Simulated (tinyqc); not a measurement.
Inside a calculation (part 1 of 2). Method: UKS/LDA (PW92) in the sto-3g basis, for CH, spin multiplicity 4. Computed by tinyqc, a small Python program that keeps every step (integrals from PySCF). Settings: charge = 0, multiplicity = 4, basis = sto-3g, energy threshold = 1e-08, iteration cap = 75, orthogonalisation = symmetric, start = atomic densities, DIIS depth = 6, method = UKS, functional = lda,pw, grid = [20, 26]. Command: `OMP_NUM_THREADS=1 python tinyqc.py 31728 31729 out.jsonl` (the two numbers bound the seeds that draw the settings). One thread of a shared host (Intel(R) Xeon(R) Processor @ 2.60GHz), about 1 s of CPU time with the checks. Later iterations appear only in the table of the cycle.

## One-electron integrals

Geometry (angstrom):
```
atom,x,y,z
C,0.00000,0.00000,0.00000
H,0.00000,0.00000,1.34000
```

Basis sto-3g: exponents (1/bohr^2) and contraction coefficients of normalised primitives:
```
element,l (shell),exponent,coefficient
C,s (1),71.61684,0.15433
C,s (1),13.04510,0.53533
C,s (1),3.53051,0.44463
C,s (2),2.94125,-0.09997
C,s (2),0.68348,0.39951
C,s (2),0.22229,0.70012
C,p (3),2.94125,0.15592
C,p (3),0.68348,0.60768
C,p (3),0.22229,0.39196
H,s (1),3.42525,0.15433
H,s (1),0.62391,0.53533
H,s (1),0.16886,0.44463
```

Overlap, kinetic and nuclear-attraction integrals over the contracted functions; the nuclear repulsion is the sum of Za Zb / Rab.

nuclear repulsion = 2.3694502 hartree

overlap S, lower triangle:
```
,1C 1s,1C 2s,1C 2px,1C 2py,1C 2pz,2H 1s
1C 1s,1.00000
1C 2s,0.24836,1.00000
1C 2px,0.00000,0.00000,1.00000
1C 2py,0.00000,0.00000,0.00000,1.00000
1C 2pz,0.00000,0.00000,0.00000,0.00000,1.00000
2H 1s,0.03500,0.35775,0.00000,0.00000,0.37338,1.00000
```

kinetic energy T (hartree), lower triangle:
```
,1C 1s,1C 2s,1C 2px,1C 2py,1C 2pz,2H 1s
1C 1s,15.89112
1C 2s,-0.08589,0.47225
1C 2px,0.00000,0.00000,1.47773
1C 2py,0.00000,0.00000,0.00000,1.47773
1C 2pz,0.00000,0.00000,0.00000,0.00000,1.47773
2H 1s,-0.01056,0.04281,0.00000,0.00000,0.13380,0.76003
```

nuclear attraction V (hartree), lower triangle:
```
,1C 1s,1C 2s,1C 2px,1C 2py,1C 2pz,2H 1s
1C 1s,-34.04765
1C 2s,-4.29031,-5.58128
1C 2px,0.00000,0.00000,-5.51216
1C 2py,0.00000,0.00000,0.00000,-5.51216
1C 2pz,-0.01121,-0.12451,0.00000,0.00000,-5.59391
2H 1s,-0.61326,-1.59459,0.00000,0.00000,-1.54003,-3.57729
```

core Hamiltonian H = T + V (hartree), lower triangle:
```
,1C 1s,1C 2s,1C 2px,1C 2py,1C 2pz,2H 1s
1C 1s,-18.15653
1C 2s,-4.37620,-5.10903
1C 2px,0.00000,0.00000,-4.03443
1C 2py,0.00000,0.00000,0.00000,-4.03443
1C 2pz,-0.01121,-0.12451,0.00000,0.00000,-4.11618
2H 1s,-0.62383,-1.55179,0.00000,0.00000,-1.40623,-2.81726
```

## Two-electron integrals

Functions are numbered as in S; the eight-fold symmetry (ij|kl) = (ji|kl) = (kl|ij) leaves the list below.

Two-electron integrals (ij|kl) in chemists' order, unique and non-zero (hartree):
```
i,j,k,l,(ij|kl)
1,1,1,1,3.54195
2,1,1,1,0.57692
2,1,2,1,0.11189
2,2,1,1,0.85468
2,2,2,1,0.20528
2,2,2,2,0.62471
3,1,3,1,0.02030
3,2,3,1,0.03086
3,2,3,2,0.13800
3,3,1,1,0.85244
3,3,2,1,0.20534
3,3,2,2,0.62457
3,3,3,3,0.67283
4,1,4,1,0.02030
4,2,4,1,0.03086
4,2,4,2,0.13800
4,3,4,3,0.03627
4,4,1,1,0.85244
4,4,2,1,0.20534
4,4,2,2,0.62457
4,4,3,3,0.60030
4,4,4,4,0.67283
5,1,5,1,0.02030
5,2,5,1,0.03086
5,2,5,2,0.13800
5,3,5,3,0.03627
5,4,5,4,0.03627
5,5,1,1,0.85244
5,5,2,1,0.20534
5,5,2,2,0.62457
5,5,3,3,0.60030
5,5,4,4,0.60030
5,5,5,5,0.67283
6,1,1,1,0.08157
6,1,2,1,0.01574
6,1,2,2,0.02887
6,1,3,3,0.02878
6,1,4,4,0.02878
6,1,5,1,0.00093
6,1,5,2,0.00175
6,1,5,5,0.02907
6,1,6,1,0.00226
6,2,1,1,0.22166
6,2,2,1,0.05408
6,2,2,2,0.18451
6,2,3,3,0.17987
6,2,4,4,0.17987
6,2,5,1,0.00511
6,2,5,2,0.03729
6,2,5,5,0.19361
6,2,6,1,0.00794
6,2,6,2,0.07558
6,3,3,1,0.00515
6,3,3,2,0.02820
6,3,5,3,0.00702
6,3,6,3,0.00857
6,4,4,1,0.00515
6,4,4,2,0.02820
6,4,5,4,0.00702
6,4,6,4,0.00857
6,5,1,1,0.19971
6,5,2,1,0.04931
6,5,2,2,0.17839
6,5,3,3,0.16958
6,5,4,4,0.16958
6,5,5,1,0.00913
6,5,5,2,0.06109
6,5,5,5,0.19580
6,5,6,1,0.00753
6,5,6,2,0.08659
6,5,6,5,0.10597
6,6,1,1,0.39155
6,6,2,1,0.09710
6,6,2,2,0.37856
6,6,3,3,0.35948
6,6,4,4,0.35948
6,6,5,1,0.01050
6,6,5,2,0.10576
6,6,5,5,0.41618
6,6,6,1,0.01439
6,6,6,2,0.20548
6,6,6,5,0.25878
6,6,6,6,0.77461
```

## Orthogonalisation

S = U s U^T; symmetric (Loewdin) form X = U s^(-1/2) U^T, so that X^T S X = 1.

eigenvalues of S: 0.46244  0.81925  1.00000  1.00000  1.15794  1.56037

X, lower triangle:
```
,1C 1s,1C 2s,1C 2px,1C 2py,1C 2pz,2H 1s
1C 1s,1.02522
1C 2s,-0.13661,1.08774
1C 2px,0.00000,0.00000,1.00000
1C 2py,0.00000,0.00000,0.00000,1.00000
1C 2pz,-0.00748,0.06452,0.00000,0.00000,1.06556
2H 1s,0.02166,-0.22233,0.00000,0.00000,-0.22685,1.12668
```

## Starting guess

The start is atomic minimal-basis densities projected into this basis (PySCF's MINAO start) and scaled to the electron count of each spin; this density is not idempotent, so its energy is not variational and may lie below the converged one.

D(alpha) at the start, lower triangle:
```
,1C 1s,1C 2s,1C 2px,1C 2py,1C 2pz,2H 1s
1C 1s,1.53202
1C 2s,-0.37318,1.50900
1C 2px,0.00000,0.00000,0.47040
1C 2py,0.00000,0.00000,0.00000,0.47040
1C 2pz,0.00678,-0.02464,0.00000,0.00000,0.44290
2H 1s,-0.01567,0.06413,0.00000,0.00000,0.04171,0.68471
```

D(beta) at the start, lower triangle:
```
,1C 1s,1C 2s,1C 2px,1C 2py,1C 2pz,2H 1s
1C 1s,0.61281
1C 2s,-0.14927,0.60360
1C 2px,0.00000,0.00000,0.18816
1C 2py,0.00000,0.00000,0.00000,0.18816
1C 2pz,0.00271,-0.00986,0.00000,0.00000,0.17716
2H 1s,-0.00627,0.02565,0.00000,0.00000,0.01669,0.27388
```

## Iteration 1: exchange-correlation on the grid

Becke grid with 20 radial and 26 angular points per atom, points of zero weight dropped. rho = sum D_ij phi_i phi_j; V_xc,ij = sum w v_xc phi_i phi_j; v_xc is d(rho eps)/d rho(s) for spin s.

The 8 grid points with the largest w rho, of 1027 (bohr, atomic units):
```
x,y,z,w,rho(alpha),rho(beta),eps_xc,v_xc(alpha)
0.00000,-1.27732,0.00000,0.36464,0.09542,0.03817,-0.44509,-0.61606
1.27732,0.00000,0.00000,0.36464,0.09542,0.03817,-0.44509,-0.61606
-1.27732,0.00000,0.00000,0.36464,0.09542,0.03817,-0.44509,-0.61606
0.00000,1.27732,0.00000,0.36464,0.09542,0.03817,-0.44509,-0.61606
0.00000,0.00000,-1.27732,0.36470,0.09464,0.03786,-0.44396,-0.61446
0.00000,0.00000,1.27732,0.27811,0.11598,0.04639,-0.47288,-0.65538
0.00000,-1.69154,0.00000,0.78170,0.04058,0.01623,-0.34174,-0.47026
-1.69154,0.00000,0.00000,0.78170,0.04058,0.01623,-0.34174,-0.47026
```

electrons on the grid, sum of w rho = 7.00506

E_xc = sum of w rho eps_xc = -5.4869698 hartree

V_xc(alpha) (hartree), lower triangle:
```
,1C 1s,1C 2s,1C 2px,1C 2py,1C 2pz,2H 1s
1C 1s,-2.41389
1C 2s,-0.35041,-0.59111
1C 2px,0.00000,0.00000,-0.58200
1C 2py,0.00000,0.00000,0.00000,-0.58200
1C 2pz,-0.00014,-0.01292,0.00000,0.00000,-0.59705
2H 1s,-0.04994,-0.18333,0.00000,0.00000,-0.18694,-0.47731
```

V_xc(beta) (hartree), lower triangle:
```
,1C 1s,1C 2s,1C 2px,1C 2py,1C 2pz,2H 1s
1C 1s,-1.85039
1C 2s,-0.27319,-0.48049
1C 2px,0.00000,0.00000,-0.47350
1C 2py,0.00000,0.00000,0.00000,-0.47350
1C 2pz,-0.00011,-0.01015,0.00000,0.00000,-0.48529
2H 1s,-0.03892,-0.15026,0.00000,0.00000,-0.15354,-0.39265
```

## Iteration 1: building the Kohn-Sham matrix

J_ij = sum D_kl (ij|kl) with D = D(alpha) + D(beta); F = H + J + V_xc; E = tr D H + tr D J / 2 + E_xc + E_nn.

Coulomb J (hartree), lower triangle:
```
,1C 1s,1C 2s,1C 2px,1C 2py,1C 2pz,2H 1s
1C 1s,10.88587
1C 2s,2.05980,4.56389
1C 2px,0.00000,0.00000,4.53933
1C 2py,0.00000,0.00000,0.00000,4.53933
1C 2pz,0.01027,0.10620,0.00000,0.00000,4.59641
2H 1s,0.29132,1.38352,0.00000,0.00000,1.37005,3.07158
```

F(alpha) (hartree), lower triangle:
```
,1C 1s,1C 2s,1C 2px,1C 2py,1C 2pz,2H 1s
1C 1s,-9.68455
1C 2s,-2.66682,-1.13624
1C 2px,0.00000,0.00000,-0.07709
1C 2py,0.00000,0.00000,0.00000,-0.07709
1C 2pz,-0.00108,-0.03122,0.00000,0.00000,-0.11683
2H 1s,-0.38245,-0.35160,0.00000,0.00000,-0.22312,-0.22300
```

F(beta) (hartree), lower triangle:
```
,1C 1s,1C 2s,1C 2px,1C 2py,1C 2pz,2H 1s
1C 1s,-9.12104
1C 2s,-2.58960,-1.02562
1C 2px,0.00000,0.00000,0.03140
1C 2py,0.00000,0.00000,0.00000,0.03140
1C 2pz,-0.00105,-0.02846,0.00000,0.00000,-0.00507
2H 1s,-0.37143,-0.31853,0.00000,0.00000,-0.18972,-0.13834
```

total energy of this density = -37.7549046 hartree

This density is the starting one; it is not idempotent, so its energy is not variational and may lie below the converged one.

## Iteration 1: diagonalisation and new density

Diagonalise F' = X^T F X, C = X C', fill 5 alpha and 2 beta electrons from the bottom; D(s) = C_occ C_occ^T. Each column has its largest component positive (the first on a tie).

F' = X^T F X (alpha) (hartree), lower triangle:
```
,1,2,3,4,5,6
1,-9.46827
2,-1.42822,-0.59518
3,0.00000,0.00000,-0.07709
4,0.00000,0.00000,0.00000,-0.07709
5,-0.01732,0.03557,0.00000,0.00000,-0.03423
6,-0.02334,-0.18973,0.00000,0.00000,-0.21477,-0.05571
```

orbital energies (alpha) (hartree): MO1 -9.69280, MO2 -0.46442, MO3 -0.20881, MO4 -0.07709, MO5 -0.07709, MO6 0.21262

coefficients C (alpha):
```
,MO1,MO2,MO3,MO4,MO5,MO6
1C 1s,0.99168,-0.24845,0.12658,0.00000,0.00000,0.09522
1C 2s,0.03272,0.85415,-0.53340,0.00000,0.00000,-0.49017
1C 2px,0.00000,0.00000,0.00000,0.91334,-0.40720,0.00000
1C 2py,0.00000,0.00000,0.00000,0.40720,0.91334,0.00000
1C 2pz,0.00279,0.11942,0.63962,0.00000,0.00000,-0.87620
2H 1s,-0.00724,0.30386,0.51908,0.00000,0.00000,1.00446
```

F' = X^T F X (beta) (hartree), lower triangle:
```
,1,2,3,4,5,6
1,-8.89522
2,-1.43720,-0.48798
3,0.00000,0.00000,0.03140
4,0.00000,0.00000,0.00000,0.03140
5,-0.01977,0.04109,0.00000,0.00000,0.08073
6,-0.01591,-0.19303,0.00000,0.00000,-0.21982,0.02967
```

orbital energies (beta) (hartree): MO1 -9.13438, MO2 -0.35407, MO3 -0.10641, MO4 0.03140, MO5 0.03140, MO6 0.32207

coefficients C (beta):
```
,MO1,MO2,MO3,MO4,MO5,MO6
1C 1s,0.98899,-0.24818,0.14249,0.00000,0.00000,0.10124
1C 2s,0.04265,0.81962,-0.57677,0.00000,0.00000,-0.49917
1C 2px,0.00000,0.00000,0.00000,-0.24420,0.96973,0.00000
1C 2py,0.00000,0.00000,0.00000,0.96973,0.24420,0.00000
1C 2pz,0.00363,0.12357,0.61731,0.00000,0.00000,-0.89149
2H 1s,-0.00959,0.34884,0.52551,0.00000,0.00000,0.98632
```

D(alpha) after iteration 1, lower triangle:
```
,1C 1s,1C 2s,1C 2px,1C 2py,1C 2pz,2H 1s
1C 1s,1.06119
1C 2s,-0.24728,1.01517
1C 2px,0.00000,0.00000,1.00000
1C 2py,0.00000,0.00000,0.00000,1.00000
1C 2pz,0.05405,-0.23909,0.00000,0.00000,0.42339
2H 1s,-0.01697,-0.01757,0.00000,0.00000,0.36828,0.36183
```

D(beta) after iteration 1, lower triangle:
```
,1C 1s,1C 2s,1C 2px,1C 2py,1C 2pz,2H 1s
1C 1s,1.03970
1C 2s,-0.16124,0.67360
1C 2px,0.00000,0.00000,0.00000
1C 2py,0.00000,0.00000,0.00000,0.00000
1C 2pz,-0.02708,0.10144,0.00000,0.00000,0.01528
2H 1s,-0.09607,0.28551,0.00000,0.00000,0.04307,0.12178
```

Within a degenerate level the vectors are fixed only up to a rotation; this is one choice.

## Iteration 2: exchange-correlation on the grid

As before.

The 8 grid points with the largest w rho, of 1027 (bohr, atomic units):
```
x,y,z,w,rho(alpha),rho(beta),eps_xc,v_xc(alpha)
0.00000,-1.27732,0.00000,0.36464,0.12942,0.02445,-0.48550,-0.67024
1.27732,0.00000,0.00000,0.36464,0.12942,0.02445,-0.48550,-0.67024
-1.27732,0.00000,0.00000,0.36464,0.12942,0.02445,-0.48550,-0.67024
0.00000,1.27732,0.00000,0.36464,0.12942,0.02445,-0.48550,-0.67024
1.69154,0.00000,0.00000,0.78170,0.05588,0.01027,-0.37323,-0.51241
-1.69154,0.00000,0.00000,0.78170,0.05588,0.01027,-0.37323,-0.51241
0.00000,-1.69154,0.00000,0.78170,0.05588,0.01027,-0.37323,-0.51241
0.00000,1.69154,0.00000,0.78170,0.05588,0.01027,-0.37323,-0.51241
```

electrons on the grid, sum of w rho = 7.00620

E_xc = sum of w rho eps_xc = -5.4072214 hartree

V_xc(alpha) (hartree), lower triangle:
```
,1C 1s,1C 2s,1C 2px,1C 2py,1C 2pz,2H 1s
1C 1s,-2.18657
1C 2s,-0.33146,-0.61194
1C 2px,0.00000,0.00000,-0.61300
1C 2py,0.00000,0.00000,0.00000,-0.61300
1C 2pz,0.00193,-0.00068,0.00000,0.00000,-0.59956
2H 1s,-0.04694,-0.18072,0.00000,0.00000,-0.17774,-0.43362
```

V_xc(beta) (hartree), lower triangle:
```
,1C 1s,1C 2s,1C 2px,1C 2py,1C 2pz,2H 1s
1C 1s,-2.14353
1C 2s,-0.30086,-0.45940
1C 2px,0.00000,0.00000,-0.45271
1C 2py,0.00000,0.00000,0.00000,-0.45271
1C 2pz,-0.00315,-0.03463,0.00000,0.00000,-0.46209
2H 1s,-0.04312,-0.14754,0.00000,0.00000,-0.15266,-0.36367
```

## Iteration 2: building the Kohn-Sham matrix

As before.

Coulomb J (hartree), lower triangle:
```
,1C 1s,1C 2s,1C 2px,1C 2py,1C 2pz,2H 1s
1C 1s,10.94605
1C 2s,2.08100,4.62816
1C 2px,0.00000,0.00000,4.61757
1C 2py,0.00000,0.00000,0.00000,4.61757
1C 2pz,0.00772,0.08468,0.00000,0.00000,4.63314
2H 1s,0.29403,1.37710,0.00000,0.00000,1.34628,2.94994
```

F(alpha) (hartree), lower triangle:
```
,1C 1s,1C 2s,1C 2px,1C 2py,1C 2pz,2H 1s
1C 1s,-9.39706
1C 2s,-2.62667,-1.09281
1C 2px,0.00000,0.00000,-0.02987
1C 2py,0.00000,0.00000,0.00000,-0.02987
1C 2pz,-0.00156,-0.04051,0.00000,0.00000,-0.08260
2H 1s,-0.37674,-0.35541,0.00000,0.00000,-0.23769,-0.30093
```

F(beta) (hartree), lower triangle:
```
,1C 1s,1C 2s,1C 2px,1C 2py,1C 2pz,2H 1s
1C 1s,-9.35402
1C 2s,-2.59606,-0.94027
1C 2px,0.00000,0.00000,0.13043
1C 2py,0.00000,0.00000,0.00000,0.13043
1C 2pz,-0.00663,-0.07446,0.00000,0.00000,0.05487
2H 1s,-0.37292,-0.32222,0.00000,0.00000,-0.21262,-0.23099
```

total energy of this density = -37.5046023 hartree

## Iteration 2: DIIS over 2 matrices

error matrix X^T (FDS - SDF) X (alpha):
```
,1,2,3,4,5,6
1,0.00000,0.00374,0.00000,0.00000,0.00866,-0.01280
2,-0.00374,0.00000,0.00000,0.00000,0.00459,0.01879
3,0.00000,0.00000,0.00000,0.00000,0.00000,0.00000
4,0.00000,0.00000,0.00000,0.00000,0.00000,0.00000
5,-0.00866,-0.00459,0.00000,0.00000,0.00000,0.05931
6,0.01280,-0.01879,0.00000,0.00000,-0.05931,0.00000
```

B (overlaps of the stored error matrices):
```
,1,2
1,3.2858669e-01,-6.7918885e-03
2,-6.7918885e-03,2.3935150e-02
```

Minimise |sum c_i e_i|^2 with sum c_i = 1: solve [B -1; -1 0][c; lambda] = [0; -1] with B_ij = tr e_i^T e_j summed over both spins, and take F = sum c_i F_i.

DIIS coefficients: 0.08393  0.91607

extrapolated F(alpha) (hartree), lower triangle:
```
,1C 1s,1C 2s,1C 2px,1C 2py,1C 2pz,2H 1s
1C 1s,-9.42118
1C 2s,-2.63004,-1.09645
1C 2px,0.00000,0.00000,-0.03383
1C 2py,0.00000,0.00000,0.00000,-0.03383
1C 2pz,-0.00152,-0.03973,0.00000,0.00000,-0.08547
2H 1s,-0.37722,-0.35509,0.00000,0.00000,-0.23647,-0.29439
```

extrapolated F(beta) (hartree), lower triangle:
```
,1C 1s,1C 2s,1C 2px,1C 2py,1C 2pz,2H 1s
1C 1s,-9.33446
1C 2s,-2.59552,-0.94743
1C 2px,0.00000,0.00000,0.12212
1C 2py,0.00000,0.00000,0.00000,0.12212
1C 2pz,-0.00616,-0.07060,0.00000,0.00000,0.04984
2H 1s,-0.37279,-0.32191,0.00000,0.00000,-0.21070,-0.22322
```

## Iteration 2: diagonalisation and new density

As before.

F' = X^T F X (alpha) (hartree), lower triangle:
```
,1,2,3,4,5,6
1,-9.20081
2,-1.43031,-0.55633
3,0.00000,0.00000,-0.03383
4,0.00000,0.00000,0.00000,-0.03383
5,-0.01801,0.03116,0.00000,0.00000,0.00325
6,-0.01986,-0.18544,0.00000,0.00000,-0.21969,-0.13502
```

orbital energies (alpha) (hartree): MO1 -9.43160, MO2 -0.45385, MO3 -0.20397, MO4 -0.03383, MO5 -0.03383, MO6 0.20051

coefficients C (alpha):
```
,MO1,MO2,MO3,MO4,MO5,MO6
1C 1s,0.99048,-0.22267,-0.17529,0.00000,0.00000,-0.09434
1C 2s,0.03722,0.72944,0.70713,0.00000,0.00000,0.47111
1C 2px,0.00000,0.00000,0.00000,0.00674,0.99998,0.00000
1C 2py,0.00000,0.00000,0.00000,0.99998,-0.00674,0.00000
1C 2pz,0.00326,0.15846,-0.52355,0.00000,0.00000,0.94439
2H 1s,-0.00836,0.44362,-0.56062,0.00000,0.00000,-0.92715
```

F' = X^T F X (beta) (hartree), lower triangle:
```
,1,2,3,4,5,6
1,-9.11650
2,-1.42481,-0.40533
3,0.00000,0.00000,0.12212
4,0.00000,0.00000,0.00000,0.12212
5,-0.01898,0.00379,0.00000,0.00000,0.14355
6,-0.01983,-0.18701,0.00000,0.00000,-0.22869,-0.06328
```

orbital energies (beta) (hartree): MO1 -9.34392, MO2 -0.35190, MO3 -0.06089, MO4 0.12212, MO5 0.12212, MO6 0.31516

coefficients C (beta):
```
,MO1,MO2,MO3,MO4,MO5,MO6
1C 1s,0.99098,-0.19475,-0.20814,0.00000,0.00000,-0.08345
1C 2s,0.03538,0.62079,0.82930,0.00000,0.00000,0.42552
1C 2px,0.00000,0.00000,0.00000,-0.21869,0.97580,0.00000
1C 2py,0.00000,0.00000,0.00000,0.97580,0.21869,0.00000
1C 2pz,0.00374,0.21071,-0.43123,0.00000,0.00000,0.98017
2H 1s,-0.00809,0.52992,-0.55873,0.00000,0.00000,-0.88188
```

D(alpha) after iteration 2, lower triangle:
```
,1C 1s,1C 2s,1C 2px,1C 2py,1C 2pz,2H 1s
1C 1s,1.06135
1C 2s,-0.24951,1.03349
1C 2px,0.00000,0.00000,1.00000
1C 2py,0.00000,0.00000,0.00000,1.00000
1C 2pz,0.05972,-0.25451,0.00000,0.00000,0.29922
2H 1s,-0.00879,-0.07314,0.00000,0.00000,0.36378,0.51116
```

D(beta) after iteration 2, lower triangle:
```
,1C 1s,1C 2s,1C 2px,1C 2py,1C 2pz,2H 1s
1C 1s,1.01997
1C 2s,-0.08584,0.38663
1C 2px,0.00000,0.00000,0.00000
1C 2py,0.00000,0.00000,0.00000,0.00000
1C 2pz,-0.03733,0.13094,0.00000,0.00000,0.04441
2H 1s,-0.11122,0.32868,0.00000,0.00000,0.11163,0.28088
```

Within a degenerate level the vectors are fixed only up to a rotation; this is one choice.

## Iteration 8 (converged): orbitals

converged F(alpha) (hartree), lower triangle:
```
,1C 1s,1C 2s,1C 2px,1C 2py,1C 2pz,2H 1s
1C 1s,-9.47809
1C 2s,-2.64415,-1.13046
1C 2px,0.00000,0.00000,-0.07149
1C 2py,0.00000,0.00000,0.00000,-0.07149
1C 2pz,0.00211,-0.01297,0.00000,0.00000,-0.11225
2H 1s,-0.37896,-0.34926,0.00000,0.00000,-0.22051,-0.23690
```

converged F(beta) (hartree), lower triangle:
```
,1C 1s,1C 2s,1C 2px,1C 2py,1C 2pz,2H 1s
1C 1s,-9.43174
1C 2s,-2.61202,-0.96540
1C 2px,0.00000,0.00000,0.10270
1C 2py,0.00000,0.00000,0.00000,0.10270
1C 2pz,-0.00470,-0.06309,0.00000,0.00000,0.03458
2H 1s,-0.37506,-0.31951,0.00000,0.00000,-0.20351,-0.19223
```

As before.

F' = X^T F X (alpha) (hartree), lower triangle:
```
,1,2,3,4,5,6
1,-9.25739
2,-1.43300,-0.59038
3,0.00000,0.00000,-0.07149
4,0.00000,0.00000,0.00000,-0.07149
5,-0.01725,0.05502,0.00000,0.00000,-0.02860
6,-0.02066,-0.18903,0.00000,0.00000,-0.21338,-0.07348
```

orbital energies (alpha) (hartree): MO1 -9.48846, MO2 -0.45450, MO3 -0.21983, MO4 -0.07149, MO5 -0.07149, MO6 0.21293

coefficients C (alpha):
```
,MO1,MO2,MO3,MO4,MO5,MO6
1C 1s,0.99051,-0.25056,0.12628,0.00000,0.00000,0.10203
1C 2s,0.03706,0.84634,-0.52826,0.00000,0.00000,-0.50864
1C 2px,0.00000,0.00000,0.00000,0.97091,-0.23943,0.00000
1C 2py,0.00000,0.00000,0.00000,0.23943,0.97091,0.00000
1C 2pz,0.00272,0.08220,0.62755,0.00000,0.00000,-0.88911
2H 1s,-0.00815,0.32718,0.53913,0.00000,0.00000,0.98641
```

F' = X^T F X (beta) (hartree), lower triangle:
```
,1,2,3,4,5,6
1,-9.21457
2,-1.42672,-0.42252
3,0.00000,0.00000,0.10270
4,0.00000,0.00000,0.00000,0.10270
5,-0.01794,0.00923,0.00000,0.00000,0.12521
6,-0.02118,-0.18841,0.00000,0.00000,-0.22523,-0.02974
```

orbital energies (beta) (hartree): MO1 -9.44060, MO2 -0.34663, MO3 -0.06884, MO4 0.10270, MO5 0.10270, MO6 0.31444

coefficients C (beta):
```
,MO1,MO2,MO3,MO4,MO5,MO6
1C 1s,0.99133,-0.20922,-0.19005,0.00000,0.00000,-0.08737
1C 2s,0.03408,0.68432,0.76576,0.00000,0.00000,0.44675
1C 2px,0.00000,0.00000,0.00000,-0.32057,0.94722,0.00000
1C 2py,0.00000,0.00000,0.00000,0.94722,0.32057,0.00000
1C 2pz,0.00342,0.20239,-0.48917,0.00000,0.00000,0.95438
2H 1s,-0.00771,0.47186,-0.55119,0.00000,0.00000,-0.91883
```

D(alpha) after iteration 8, lower triangle:
```
,1C 1s,1C 2s,1C 2px,1C 2py,1C 2pz,2H 1s
1C 1s,1.05984
1C 2s,-0.24206,0.99672
1C 2px,0.00000,0.00000,1.00000
1C 2py,0.00000,0.00000,0.00000,1.00000
1C 2pz,0.06134,-0.26184,0.00000,0.00000,0.40059
2H 1s,-0.02197,-0.00820,0.00000,0.00000,0.36521,0.39777
```

D(beta) after iteration 8, lower triangle:
```
,1C 1s,1C 2s,1C 2px,1C 2py,1C 2pz,2H 1s
1C 1s,1.02650
1C 2s,-0.10939,0.46946
1C 2px,0.00000,0.00000,0.00000
1C 2py,0.00000,0.00000,0.00000,0.00000
1C 2pz,-0.03895,0.13862,0.00000,0.00000,0.04097
2H 1s,-0.10636,0.32264,0.00000,0.00000,0.09547,0.22271
```

Within a degenerate level the vectors are fixed only up to a rotation; this is one choice.

## Convergence

Stop when the energy changes by less than 1e-08 hartree and every element of the error matrix X^T (F D S - S D F) X (for each spin) is below 3e-05.

Course of the cycle:
```
iteration,E (hartree),change,largest element of the error matrix
1,-37.7549046,-,3.58e-01
2,-37.5046023,2.50e-01,7.56e-02
3,-37.5101529,-5.55e-03,7.33e-02
4,-37.5211548,-1.10e-02,4.87e-03
5,-37.5212234,-6.85e-05,6.02e-04
6,-37.5212266,-3.22e-06,2.77e-04
7,-37.5212268,-2.28e-07,9.31e-06
8,-37.5212268,-2.72e-10,8.88e-07
```

PySCF UKS in the same basis, fine grid, after a stability check = -37.5204709 hartree

Converged in 8 iterations. The coarse grid moves the energy by -7.56e-04 hartree.
